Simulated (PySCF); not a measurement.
## formaldehyde: calculation against experiment

**Measured values to compare with.**

NIST CCCBDB Release 22 (SRD 101), experimental dipoles lists, for the gas: dipole moment (microwave Stark effect, vibrational ground state) 2.332 D.

NIST CCCBDB Release 22 (SRD 101), experimental polarizabilities lists, for the gas: mean polarisability 2.77 Å³.

How close the calculation comes is told at the end.

Formaldehyde, CH2O.
SMILES with atom numbers: `[CH2:1]=[O:2]` (hydrogens: H3, H4 on C1)

Cartesian coordinates in Å at the GFN2-xTB level; atoms count from 1:
```
atom  x, y, z in Å
C1     0.0032    0.0010   -0.0059
O2     1.1765   -0.2092   -0.0146
H3    -0.7484   -0.8062    0.0038
H4    -0.4210    1.0192   -0.0062
```

The PySCF runs (gas phase, on this GFN2-xTB geometry; no spin–orbit coupling):

```
            level                                                                job  basis functions  wall time
wB97X-D/def2-SVPD  8 singlets by full TDDFT, 3 Tamm–Dancoff triplets, polarisability               59      1.3 s
```

Hardware: Arm Neoverse V2, one thread, no GPU (shared host).

**Comparison with experiment**

**Dipole moment.** Measured: 2.332 D (NIST CCCBDB Release 22 (SRD 101), experimental dipoles).

```tsv
level	computed (D)	computed − measured (D)	% (from the printed values)
wB97X-D/def2-SVPD	2.467	+0.135	+6
```

The computed dipoles belong to one fixed geometry; measured ones are averaged over vibrations unless marked μe. Magnitudes are compared, not signs.

**Mean polarisability.** Measured: 2.77 Å³ (NIST CCCBDB Release 22 (SRD 101), experimental polarizabilities).

```csv
level,computed (Å³),computed − measured (Å³),% (from the printed values)
wB97X-D/def2-SVPD,2.54,-0.23,-8
```

The computed values are static and purely electronic, with core orbitals frozen in the response (1 au = 0.148185 Å³). The table of measured values doesn't say here whether a value is static or optical, or holds a vibrational part.

No measured geometry was used, and the causes of the misses weren't examined.
